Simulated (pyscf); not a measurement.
A first-order saddle from PySCF, ωB97X-D3(BJ)/def2-SVP:

```xyz
8

O      0.3054     1.8951    -0.0550
P      0.5865     0.5747    -0.6990
H     -0.7732    -0.1917    -0.8216
Si    -0.9620    -0.7198     0.8918
H      0.7675    -0.4806     0.4434
H     -1.0168    -2.1835     0.6259
H     -2.3014    -0.0795     0.7697
H     -0.4773    -0.4199     2.2682
```
Charge 0, spin multiplicity 1.

Surface: singlet, charge 0. Lowest wavenumbers (cm⁻¹): 462i, 55, 283, 400, 566.

Problem. Name the species on either side of this saddle.

Solution. `[O]=[PH]` + `[SiH4]` ⇌ `[O]=[PH]` + `[SiH4]`, a four-centre exchange read from left to right: H–P, H–Si broken and H–P, H–Si formed. At CCSD(T)/def2-TZVPP + ΔMP2(QZVPP) it lies +13.3 kcal/mol from the left side and +13.3 kcal/mol from the right (each side as separated species at their lowest minima found). At the saddle there is also a short P–Si contact that neither side keeps. This is the saddle that the search found; another between the same sides may lie lower. The CCSD(T) − MP2 part came from Ansatz, without density fitting, on the same reference.
